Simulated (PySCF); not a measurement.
# CH2O3, a complex of two parts: interaction energy, part 1 of 3

Wanted: the interaction energy for `O` with `O=C=O`.

Computed with PySCF 2.14.0; each step states its level. No surroundings beyond the atoms listed, unless a continuum is named. Atoms count from 0, parts from 1.

## 1. Starting point

6 atoms, charge 0, multiplicity 1; geometry: GFN2-xTB. Parts: 1 = atoms 0–2, `O`, charge 0; 2 = atoms 3–5, `O=C=O`, charge 0.

## 2. Geometry optimisation at PBE0-D3(BJ)/def2-TZVPD

What the job is given:

```
{"job": {"xc": "PBE0", "basis": "def2-TZVPD", "d3": "d3bj", "grid": 3, "kind": "geom", "shake": 0.01}, "charge": 0, "multiplicity": 1, "parts": [{"atoms": "0-2", "charge": 0, "multiplicity": 1}, {"atoms": "3-5", "charge": 0, "multiplicity": 1}]}
O     -0.208437     0.246423    -0.227026
H     -0.516095    -0.218444     0.545439
H      0.672261     0.050173    -0.394944
O     -1.566569     2.080570    -2.175183
C     -2.246428     1.613690    -1.355735
O     -2.933579     1.191759    -0.540471
```

Command:

```bash
OMP_NUM_THREADS=1 python cluster_run.py task.json out
```

This one command runs all jobs of the session in turn.

Output:

```text
step   0  E = -264.85062875  max force = 0.049117
step   1  E = -264.85348071  max force = 0.002418
step   2  E = -264.85349892  max force = 0.000324
step   3  E = -264.85350273  max force = 0.000368
optimisation converged
```

It took 58 s on 1 thread of Arm Neoverse N1, shared host; peak memory 0.63 GiB.

Relaxation path:

| step | energy from step 0 (eV) | largest force component (eV/Å) |
| --- | --- | --- |
| 0 | 0.0000 | 2.5257 |
| 1 | -0.0776 | 0.1243 |
| 2 | -0.0781 | 0.0167 |
| 3 | -0.0782 | 0.0189 |

Distances of close pairs at the start and the end, largest changes first:

| bond | before (Å) | after (Å) | change (Å) |
| --- | --- | --- | --- |
| O0–H2 | 0.918 | 0.960 | +0.042 |
| C4–O5 | 1.147 | 1.157 | +0.011 |
| O0–H1 | 0.953 | 0.960 | +0.008 |
| O3–C4 | 1.163 | 1.156 | -0.006 |

The next job starts from the end point, and lists it.

| at the end point | value |
| --- | --- |
| point group (found at 0.08 Å tolerance) | C1 |
| rotational constants (GHz, main isotopes) | 11.545, 4.674, 3.328 |
| dipole moment (D) | 2.20 |

Contacts at the end point (a selection, picked against the atoms' radii; other short pairs can be missing):

| atoms | distance (Å) | kind (by distance and angle) | angle (°) |
| --- | --- | --- | --- |
| O0···C4 | 2.82 | inside the van der Waals sum | – |

Against the parts relaxed at this level the binding energy is -2.68 kcal/mol, without counterpoise.

## 3. Coupled-cluster interaction energy: CCSD(T) and MP2, 2.82 Å

What the job is given:

```
{"job": {"kind": "intercc", "basis": "aug-cc-pVDZ", "basis_mid": "aug-cc-pVTZ", "basis_large": "aug-cc-pVQZ"}, "charge": 0, "multiplicity": 1, "parts": [{"atoms": "0-2", "charge": 0, "multiplicity": 1}, {"atoms": "3-5", "charge": 0, "multiplicity": 1}]}
O     -0.190160     0.236015    -0.171295
H     -0.450158    -0.372701     0.524405
H      0.747911     0.083764    -0.309123
O     -1.611038     2.119480    -2.209923
C     -2.292161     1.666469    -1.392485
O     -3.003142     1.231336    -0.589561
```

Method: CCSD(T)/aug-cc-pVDZ and MP2/aug-cc-pVTZ, aug-cc-pVQZ counterpoise interaction energy, frozen core, gas phase.

Output:

```text
part 1, own basis, geometry of the cluster
final grid: 21952 points
cycle   1  E = -76.0246496015  dE = -1.485e-01  |g| = 4.356e-01  |ddm| = 2.791e+00
cycle   2  E = -76.0499121101  dE = -2.526e-02  |g| = 2.601e-01  |ddm| = 7.442e-01
cycle   3  E = -76.0602565750  dE = -1.034e-02  |g| = 2.570e-02  |ddm| = 2.805e-01
cycle   4  E = -76.0604080799  dE = -1.515e-04  |g| = 5.699e-03  |ddm| = 3.222e-02
cycle   5  E = -76.0604220985  dE = -1.402e-05  |g| = 1.194e-03  |ddm| = 1.036e-02
cycle   6  E = -76.0604229984  dE = -8.999e-07  |g| = 2.243e-04  |ddm| = 2.666e-03
cycle   7  E = -76.0604230350  dE = -3.661e-08  |g| = 3.536e-05  |ddm| = 7.216e-04
cycle   8  E = -76.0604230357  dE = -7.704e-10  |g| = 4.272e-06  |ddm| = 1.042e-04
converged SCF energy = -76.0604230357

part 2, own basis, geometry of the cluster
final grid: 33624 points
cycle   1  E = -187.5947952033  dE =  6.815e-01  |g| = 7.731e-01  |ddm| = 3.186e+00
cycle   2  E = -187.6610880719  dE = -6.629e-02  |g| = 5.475e-01  |ddm| = 1.325e+00
cycle   3  E = -187.7093792737  dE = -4.829e-02  |g| = 4.505e-02  |ddm| = 5.666e-01
cycle   4  E = -187.7098472588  dE = -4.680e-04  |g| = 1.184e-02  |ddm| = 6.215e-02
cycle   5  E = -187.7099029858  dE = -5.573e-05  |g| = 2.526e-03  |ddm| = 2.254e-02
cycle   6  E = -187.7099064560  dE = -3.470e-06  |g| = 5.961e-04  |ddm| = 6.247e-03
cycle   7  E = -187.7099065708  dE = -1.148e-07  |g| = 2.382e-04  |ddm| = 1.324e-03
cycle   8  E = -187.7099065811  dE = -1.031e-08  |g| = 7.491e-05  |ddm| = 3.125e-04
cycle   9  E = -187.7099065823  dE = -1.267e-09  |g| = 6.948e-06  |ddm| = 1.213e-04
cycle  10  E = -187.7099065824  dE = -1.839e-11  |g| = 5.398e-07  |ddm| = 1.775e-05
converged SCF energy = -187.7099065824

part 1, own basis, relaxed alone
final grid: 21952 points
cycle   1  E = -76.0245249776  dE = -1.479e-01  |g| = 4.359e-01  |ddm| = 2.791e+00
cycle   2  E = -76.0498627015  dE = -2.534e-02  |g| = 2.605e-01  |ddm| = 7.448e-01
cycle   3  E = -76.0602382686  dE = -1.038e-02  |g| = 2.575e-02  |ddm| = 2.809e-01
cycle   4  E = -76.0603902522  dE = -1.520e-04  |g| = 5.727e-03  |ddm| = 3.219e-02
cycle   5  E = -76.0604044630  dE = -1.421e-05  |g| = 1.204e-03  |ddm| = 1.042e-02
cycle   6  E = -76.0604053802  dE = -9.172e-07  |g| = 2.269e-04  |ddm| = 2.695e-03
cycle   7  E = -76.0604054176  dE = -3.737e-08  |g| = 3.531e-05  |ddm| = 7.321e-04
cycle   8  E = -76.0604054183  dE = -7.609e-10  |g| = 4.202e-06  |ddm| = 1.044e-04
converged SCF energy = -76.0604054183

part 2, own basis, relaxed alone
final grid: 33624 points
cycle   1  E = -187.5949681816  dE =  6.815e-01  |g| = 7.730e-01  |ddm| = 3.186e+00
cycle   2  E = -187.6612528133  dE = -6.628e-02  |g| = 5.472e-01  |ddm| = 1.325e+00
cycle   3  E = -187.7095016771  dE = -4.825e-02  |g| = 4.504e-02  |ddm| = 5.664e-01
cycle   4  E = -187.7099693933  dE = -4.677e-04  |g| = 1.183e-02  |ddm| = 6.213e-02
cycle   5  E = -187.7100250512  dE = -5.566e-05  |g| = 2.521e-03  |ddm| = 2.253e-02
cycle   6  E = -187.7100285166  dE = -3.465e-06  |g| = 5.665e-04  |ddm| = 6.241e-03
cycle   7  E = -187.7100286324  dE = -1.159e-07  |g| = 1.136e-04  |ddm| = 1.322e-03
cycle   8  E = -187.7100286361  dE = -3.712e-09  |g| = 1.311e-05  |ddm| = 2.461e-04
cycle   9  E = -187.7100286362  dE = -6.960e-11  |g| = 1.004e-06  |ddm| = 3.420e-05
converged SCF energy = -187.7100286362

cluster
final grid: 5584 points
cycle   1  E = -263.7734296837  dE = -9.772e-04  |g| = 1.421e-02  |ddm| = 2.522e-01
cycle   2  E = -263.7734952728  dE = -6.559e-05  |g| = 6.473e-03  |ddm| = 3.599e-02
cycle   3  E = -263.7735052657  dE = -9.993e-06  |g| = 2.836e-03  |ddm| = 9.620e-03
cycle   4  E = -263.7735078197  dE = -2.554e-06  |g| = 5.628e-04  |ddm| = 5.424e-03
cycle   5  E = -263.7735079693  dE = -1.496e-07  |g| = 2.410e-04  |ddm| = 1.224e-03
cycle   6  E = -263.7735079890  dE = -1.969e-08  |g| = 1.072e-04  |ddm| = 3.993e-04
cycle   7  E = -263.7735079937  dE = -4.668e-09  |g| = 2.574e-05  |ddm| = 1.963e-04
cycle   8  E = -263.7735079941  dE = -4.505e-10  |g| = 8.619e-06  |ddm| = 7.050e-05
converged SCF energy = -263.7735079941

part 1 in the basis of the cluster
final grid: 5584 points
cycle   1  E = -76.0604627034  dE = -3.928e-05  |g| = 1.265e-03  |ddm| = 1.863e-01
cycle   2  E = -76.0604631954  dE = -4.920e-07  |g| = 1.603e-04  |ddm| = 1.857e-02
cycle   3  E = -76.0604632064  dE = -1.099e-08  |g| = 1.734e-05  |ddm| = 2.409e-03
cycle   4  E = -76.0604632065  dE = -1.170e-10  |g| = 9.252e-06  |ddm| = 1.215e-04
converged SCF energy = -76.0604632065

part 2 in the basis of the cluster
final grid: 5584 points
cycle   1  E = -187.7099538816  dE = -4.695e-05  |g| = 1.208e-03  |ddm| = 1.450e-01
cycle   2  E = -187.7099543902  dE = -5.086e-07  |g| = 1.477e-04  |ddm| = 1.375e-02
cycle   3  E = -187.7099544003  dE = -1.007e-08  |g| = 1.204e-05  |ddm| = 1.823e-03
cycle   4  E = -187.7099544003  dE = -7.927e-11  |g| = 3.120e-06  |ddm| = 9.126e-05
converged SCF energy = -187.7099544003

Interaction energy (kcal/mol)
  counterpoise       -2.610
  uncorrected        -2.871
  dispersion part     0.000
  deformation         0.080
  binding            -2.530

Decomposition of the uncorrected value (kcal/mol)
  electrostatic      -4.212
  Pauli               2.880
  orbital            -0.662
  dispersion          0.000
  correlation        -0.877

Charge of each part in the cluster: 0.005 -0.005
part 1, own basis, geometry of the cluster
final grid: 21952 points
cycle   1  E = -76.0296276325  dE = -1.492e-01  |g| = 4.401e-01  |ddm| = 2.948e+00
cycle   2  E = -76.0550889244  dE = -2.546e-02  |g| = 2.630e-01  |ddm| = 6.930e-01
cycle   3  E = -76.0656218602  dE = -1.053e-02  |g| = 2.622e-02  |ddm| = 2.802e-01
cycle   4  E = -76.0657754298  dE = -1.536e-04  |g| = 5.889e-03  |ddm| = 3.204e-02
cycle   5  E = -76.0657898961  dE = -1.447e-05  |g| = 1.248e-03  |ddm| = 1.055e-02
cycle   6  E = -76.0657908596  dE = -9.635e-07  |g| = 2.409e-04  |ddm| = 2.686e-03
cycle   7  E = -76.0657909014  dE = -4.176e-08  |g| = 3.926e-05  |ddm| = 7.150e-04
cycle   8  E = -76.0657909023  dE = -9.726e-10  |g| = 5.047e-06  |ddm| = 1.189e-04
converged SCF energy = -76.0657909023

part 2, own basis, geometry of the cluster
final grid: 33624 points
cycle   1  E = -187.6072021566  dE =  6.795e-01  |g| = 7.774e-01  |ddm| = 3.275e+00
cycle   2  E = -187.6733580182  dE = -6.616e-02  |g| = 5.519e-01  |ddm| = 1.294e+00
cycle   3  E = -187.7220931751  dE = -4.874e-02  |g| = 4.524e-02  |ddm| = 5.645e-01
cycle   4  E = -187.7225611737  dE = -4.680e-04  |g| = 1.203e-02  |ddm| = 6.017e-02
cycle   5  E = -187.7226173526  dE = -5.618e-05  |g| = 2.561e-03  |ddm| = 2.289e-02
cycle   6  E = -187.7226209037  dE = -3.551e-06  |g| = 6.144e-04  |ddm| = 6.269e-03
cycle   7  E = -187.7226210233  dE = -1.196e-07  |g| = 2.408e-04  |ddm| = 1.294e-03
cycle   8  E = -187.7226210338  dE = -1.049e-08  |g| = 7.707e-05  |ddm| = 3.113e-04
cycle   9  E = -187.7226210351  dE = -1.316e-09  |g| = 7.562e-06  |ddm| = 1.173e-04
cycle  10  E = -187.7226210351  dE = -2.183e-11  |g| = 5.878e-07  |ddm| = 1.639e-05
converged SCF energy = -187.7226210351

part 1, own basis, relaxed alone
final grid: 21952 points
cycle   1  E = -76.0295033992  dE = -1.486e-01  |g| = 4.405e-01  |ddm| = 2.948e+00
cycle   2  E = -76.0550395927  dE = -2.554e-02  |g| = 2.634e-01  |ddm| = 6.938e-01
cycle   3  E = -76.0656041055  dE = -1.056e-02  |g| = 2.628e-02  |ddm| = 2.804e-01
cycle   4  E = -76.0657581508  dE = -1.540e-04  |g| = 5.916e-03  |ddm| = 3.201e-02
cycle   5  E = -76.0657728116  dE = -1.466e-05  |g| = 1.258e-03  |ddm| = 1.062e-02
cycle   6  E = -76.0657737933  dE = -9.817e-07  |g| = 2.438e-04  |ddm| = 2.717e-03
cycle   7  E = -76.0657738360  dE = -4.265e-08  |g| = 3.925e-05  |ddm| = 7.262e-04
cycle   8  E = -76.0657738370  dE = -9.628e-10  |g| = 4.970e-06  |ddm| = 1.190e-04
converged SCF energy = -76.0657738370

part 2, own basis, relaxed alone
final grid: 33624 points
cycle   1  E = -187.6073756132  dE =  6.794e-01  |g| = 7.773e-01  |ddm| = 3.275e+00
cycle   2  E = -187.6735232317  dE = -6.615e-02  |g| = 5.516e-01  |ddm| = 1.294e+00
cycle   3  E = -187.7222157299  dE = -4.869e-02  |g| = 4.524e-02  |ddm| = 5.643e-01
cycle   4  E = -187.7226834550  dE = -4.677e-04  |g| = 1.203e-02  |ddm| = 6.015e-02
cycle   5  E = -187.7227395645  dE = -5.611e-05  |g| = 2.556e-03  |ddm| = 2.288e-02
cycle   6  E = -187.7227431107  dE = -3.546e-06  |g| = 5.858e-04  |ddm| = 6.263e-03
cycle   7  E = -187.7227432314  dE = -1.208e-07  |g| = 1.164e-04  |ddm| = 1.290e-03
cycle   8  E = -187.7227432353  dE = -3.851e-09  |g| = 1.427e-05  |ddm| = 2.408e-04
cycle   9  E = -187.7227432354  dE = -8.080e-11  |g| = 1.134e-06  |ddm| = 3.211e-05
converged SCF energy = -187.7227432354

cluster
final grid: 5584 points
cycle   1  E = -263.7914785049  dE = -9.371e-04  |g| = 1.434e-02  |ddm| = 2.694e-01
cycle   2  E = -263.7915451456  dE = -6.664e-05  |g| = 6.532e-03  |ddm| = 3.484e-02
cycle   3  E = -263.7915552600  dE = -1.011e-05  |g| = 2.883e-03  |ddm| = 9.041e-03
cycle   4  E = -263.7915578765  dE = -2.617e-06  |g| = 5.789e-04  |ddm| = 4.732e-03
cycle   5  E = -263.7915580297  dE = -1.532e-07  |g| = 2.426e-04  |ddm| = 1.136e-03
cycle   6  E = -263.7915580494  dE = -1.969e-08  |g| = 1.103e-04  |ddm| = 4.028e-04
cycle   7  E = -263.7915580542  dE = -4.840e-09  |g| = 2.597e-05  |ddm| = 1.982e-04
cycle   8  E = -263.7915580547  dE = -4.572e-10  |g| = 8.518e-06  |ddm| = 7.168e-05
converged SCF energy = -263.7915580547

part 1 in the basis of the cluster
final grid: 5584 points
cycle   1  E = -76.0658076374  dE = -1.627e-05  |g| = 7.869e-04  |ddm| = 2.079e-01
cycle   2  E = -76.0658078264  dE = -1.890e-07  |g| = 9.934e-05  |ddm| = 2.006e-02
cycle   3  E = -76.0658078306  dE = -4.154e-09  |g| = 8.239e-06  |ddm| = 2.548e-03
cycle   4  E = -76.0658078306  dE = -3.598e-11  |g| = 2.361e-06  |ddm| = 1.070e-04
converged SCF energy = -76.0658078306

part 2 in the basis of the cluster
final grid: 5584 points
cycle   1  E = -187.7226449379  dE = -2.351e-05  |g| = 8.989e-04  |ddm| = 1.438e-01
cycle   2  E = -187.7226451693  dE = -2.314e-07  |g| = 9.852e-05  |ddm| = 1.272e-02
cycle   3  E = -187.7226451727  dE = -3.372e-09  |g| = 5.587e-06  |ddm| = 1.478e-03
cycle   4  E = -187.7226451727  dE = -1.600e-11  |g| = 1.472e-06  |ddm| = 4.802e-05
converged SCF energy = -187.7226451727

Interaction energy (kcal/mol)
  counterpoise       -2.706
  uncorrected        -2.850
  dispersion part     0.000
  deformation         0.079
  binding            -2.627

Decomposition of the uncorrected value (kcal/mol)
  electrostatic      -4.216
  Pauli               2.880
  orbital            -0.638
  dispersion          0.000
  correlation        -0.877

Charge of each part in the cluster: 0.005 -0.005
part 1 in the basis of the cluster: E(HF) = -76.041530479  E2 = -0.219851090  E(CCSD corr) = -0.227594189  (T) = -0.005269457
part 2 in the basis of the cluster: E(HF) = -187.663375356  E2 = -0.504636492  E(CCSD corr) = -0.500680858  (T) = -0.020824980
cluster: E(HF) = -263.708032977  E2 = -0.725187161  E(CCSD corr) = -0.728999834  (T) = -0.026251570

Counterpoise interaction energy (kcal/mol)
  hf_small                  -1.962
  mp2_small                 -2.401
  ccsd_small                -2.417
  ccsdt_small               -2.516
  hf_large                  -1.948
  mp2_large                 -2.706
  hf_middle                 -1.939
  mp2_middle                -2.610
  scs_mp2_large             -2.379
  mp2_limit                 -2.769
  ccsdt_less_mp2            -0.114
  ccsdt_limit_estimate      -2.884
  bsse_mp2_large             0.144
```

It took 4.7 min on 1 thread of Arm Neoverse N1, shared host; peak memory 1.6 GiB.

Contacts at this geometry (a selection, picked against the atoms' radii; other short pairs can be missing):

| atoms | distance (Å) | kind (by distance and angle) | angle (°) |
| --- | --- | --- | --- |
| O0···C4 | 2.82 | inside the van der Waals sum | – |

Differences are taken before rounding.

| method | interaction energy (kcal/mol) | from CCSD(T), limit estimate (kcal/mol) |
| --- | --- | --- |
| HF/aug-cc-pVDZ | -1.96 | +0.92 |
| MP2/aug-cc-pVDZ | -2.40 | +0.48 |
| CCSD/aug-cc-pVDZ | -2.42 | +0.47 |
| CCSD(T)/aug-cc-pVDZ | -2.52 | +0.37 |
| HF/aug-cc-pVQZ | -1.95 | +0.94 |
| MP2/aug-cc-pVQZ | -2.71 | +0.18 |
| SCS-MP2/aug-cc-pVQZ | -2.38 | +0.50 |
| MP2, extrapolated | -2.77 | +0.11 |
| CCSD(T), limit estimate | -2.88 | 0 |

These energies keep the parts at their geometry in the cluster; deforming them to it costs 0.08 kcal/mol (MP2).

## 4. Coupled-cluster interaction energy: CCSD(T) and MP2, 2.96 Å

Settings changed since step 3:

```diff
@@ -4,4 +4,4 @@
 H      0.747911     0.083764    -0.309123
-O     -1.611038     2.119480    -2.209923
-C     -2.292161     1.666469    -1.392485
-O     -3.003142     1.231336    -0.589561
+O     -1.716138     2.191003    -2.270982
+C     -2.397261     1.737992    -1.453544
+O     -3.108242     1.302859    -0.650620
```

With the program's defaults for keys left out, this is: CCSD(T)/aug-cc-pVDZ and MP2/aug-cc-pVTZ, aug-cc-pVQZ counterpoise interaction energy, frozen core, gas phase.

Output:

```text
part 1, own basis, geometry of the cluster: E = -76.0604230357 (as before)

part 2, own basis, geometry of the cluster: E = -187.7099065824 (as before)

part 1, own basis, relaxed alone: E = -76.0604054183 (as before)

part 2, own basis, relaxed alone: E = -187.7100286362 (as before)

cluster
final grid: 5584 points
cycle   1  E = -263.7735491336  dE = -6.796e-04  |g| = 1.222e-02  |ddm| = 2.186e-01
cycle   2  E = -263.7735940654  dE = -4.493e-05  |g| = 5.739e-03  |ddm| = 3.118e-02
cycle   3  E = -263.7736014394  dE = -7.374e-06  |g| = 2.318e-03  |ddm| = 8.311e-03
cycle   4  E = -263.7736031841  dE = -1.745e-06  |g| = 4.824e-04  |ddm| = 4.666e-03
cycle   5  E = -263.7736032924  dE = -1.083e-07  |g| = 2.060e-04  |ddm| = 1.072e-03
cycle   6  E = -263.7736033058  dE = -1.340e-08  |g| = 8.680e-05  |ddm| = 3.238e-04
cycle   7  E = -263.7736033090  dE = -3.189e-09  |g| = 2.122e-05  |ddm| = 1.657e-04
cycle   8  E = -263.7736033093  dE = -2.967e-10  |g| = 7.832e-06  |ddm| = 5.607e-05
converged SCF energy = -263.7736033093

part 1 in the basis of the cluster
final grid: 5584 points
cycle   1  E = -76.0604546318  dE = -3.126e-05  |g| = 1.085e-03  |ddm| = 1.604e-01
cycle   2  E = -76.0604550118  dE = -3.800e-07  |g| = 1.354e-04  |ddm| = 1.564e-02
cycle   3  E = -76.0604550201  dE = -8.315e-09  |g| = 1.404e-05  |ddm| = 2.000e-03
cycle   4  E = -76.0604550202  dE = -8.228e-11  |g| = 7.256e-06  |ddm| = 1.030e-04
converged SCF energy = -76.0604550202

part 2 in the basis of the cluster
final grid: 5584 points
cycle   1  E = -187.7099449655  dE = -3.809e-05  |g| = 1.105e-03  |ddm| = 1.289e-01
cycle   2  E = -187.7099454224  dE = -4.569e-07  |g| = 1.440e-04  |ddm| = 1.214e-02
cycle   3  E = -187.7099454323  dE = -9.853e-09  |g| = 1.137e-05  |ddm| = 1.675e-03
cycle   4  E = -187.7099454323  dE = -7.054e-11  |g| = 2.460e-06  |ddm| = 8.417e-05
converged SCF energy = -187.7099454323

Interaction energy (kcal/mol)
  counterpoise       -2.497
  uncorrected        -2.708
  dispersion part     0.000
  deformation         0.080
  binding            -2.417

Decomposition of the uncorrected value (kcal/mol)
  electrostatic      -3.300
  Pauli               1.707
  orbital            -0.460
  dispersion          0.000
  correlation        -0.654

Charge of each part in the cluster: 0.004 -0.004
part 1, own basis, geometry of the cluster: E = -76.0657909023 (as before)

part 2, own basis, geometry of the cluster: E = -187.7226210351 (as before)

part 1, own basis, relaxed alone: E = -76.0657738370 (as before)

part 2, own basis, relaxed alone: E = -187.7227432354 (as before)

cluster
final grid: 5584 points
cycle   1  E = -263.7916050156  dE = -6.467e-04  |g| = 1.233e-02  |ddm| = 2.530e-01
cycle   2  E = -263.7916504869  dE = -4.547e-05  |g| = 5.791e-03  |ddm| = 3.172e-02
cycle   3  E = -263.7916579363  dE = -7.449e-06  |g| = 2.356e-03  |ddm| = 7.853e-03
cycle   4  E = -263.7916597237  dE = -1.787e-06  |g| = 4.972e-04  |ddm| = 4.070e-03
cycle   5  E = -263.7916598354  dE = -1.117e-07  |g| = 2.069e-04  |ddm| = 9.890e-04
cycle   6  E = -263.7916598487  dE = -1.332e-08  |g| = 8.932e-05  |ddm| = 3.266e-04
cycle   7  E = -263.7916598520  dE = -3.304e-09  |g| = 2.137e-05  |ddm| = 1.661e-04
cycle   8  E = -263.7916598523  dE = -3.005e-10  |g| = 7.790e-06  |ddm| = 5.745e-05
converged SCF energy = -263.7916598523

part 1 in the basis of the cluster
final grid: 5584 points
cycle   1  E = -76.0658055192  dE = -1.422e-05  |g| = 7.352e-04  |ddm| = 1.943e-01
cycle   2  E = -76.0658056886  dE = -1.695e-07  |g| = 9.327e-05  |ddm| = 1.843e-02
cycle   3  E = -76.0658056923  dE = -3.705e-09  |g| = 7.564e-06  |ddm| = 2.320e-03
cycle   4  E = -76.0658056924  dE = -3.138e-11  |g| = 2.104e-06  |ddm| = 9.654e-05
converged SCF energy = -76.0658056924

part 2 in the basis of the cluster
final grid: 5584 points
cycle   1  E = -187.7226427700  dE = -2.140e-05  |g| = 8.407e-04  |ddm| = 1.392e-01
cycle   2  E = -187.7226429747  dE = -2.047e-07  |g| = 9.051e-05  |ddm| = 1.243e-02
cycle   3  E = -187.7226429776  dE = -2.922e-09  |g| = 5.190e-06  |ddm| = 1.445e-03
cycle   4  E = -187.7226429776  dE = -1.376e-11  |g| = 1.196e-06  |ddm| = 4.632e-05
converged SCF energy = -187.7226429776

Interaction energy (kcal/mol)
  counterpoise       -2.565
  uncorrected        -2.685
  dispersion part     0.000
  deformation         0.079
  binding            -2.486

Decomposition of the uncorrected value (kcal/mol)
  electrostatic      -3.296
  Pauli               1.698
  orbital            -0.440
  dispersion          0.000
  correlation        -0.647

Charge of each part in the cluster: 0.004 -0.004
part 1 in the basis of the cluster: E(HF) = -76.041472239  E2 = -0.219784123  E(CCSD corr) = -0.227530501  (T) = -0.005259753
part 2 in the basis of the cluster: E(HF) = -187.663329578  E2 = -0.504581248  E(CCSD corr) = -0.500626032  (T) = -0.020813092
cluster: E(HF) = -263.708051734  E2 = -0.724876293  E(CCSD corr) = -0.728709081  (T) = -0.026192310

Counterpoise interaction energy (kcal/mol)
  hf_small                  -2.039
  mp2_small                 -2.360
  ccsd_small                -2.386
  ccsdt_small               -2.461
  hf_large                  -2.015
  mp2_large                 -2.565
  hf_middle                 -2.010
  mp2_middle                -2.497
  scs_mp2_large             -2.314
  mp2_limit                 -2.611
  ccsdt_less_mp2            -0.101
  ccsdt_limit_estimate      -2.712
  bsse_mp2_large             0.120
```

Wall time 4.6 min (1 thread of Arm Neoverse N1, shared host); peak memory 1.8 GiB.

Contacts at this geometry (a selection, picked against the atoms' radii; other short pairs can be missing):

| atoms | distance (Å) | kind (by distance and angle) | angle (°) |
| --- | --- | --- | --- |
| O0···C4 | 2.96 | inside the van der Waals sum | – |

Differences are taken before rounding.

| method | interaction energy (kcal/mol) | from CCSD(T), limit estimate (kcal/mol) |
| --- | --- | --- |
| HF/aug-cc-pVDZ | -2.04 | +0.67 |
| MP2/aug-cc-pVDZ | -2.36 | +0.35 |
| CCSD/aug-cc-pVDZ | -2.39 | +0.33 |
| CCSD(T)/aug-cc-pVDZ | -2.46 | +0.25 |
| HF/aug-cc-pVQZ | -2.02 | +0.70 |
| MP2/aug-cc-pVQZ | -2.57 | +0.15 |
| SCS-MP2/aug-cc-pVQZ | -2.31 | +0.40 |
| MP2, extrapolated | -2.61 | +0.10 |
| CCSD(T), limit estimate | -2.71 | 0 |

These energies keep the parts at their geometry in the cluster; deforming them to it costs 0.08 kcal/mol (MP2).

(Continued in part 2 of 3.)
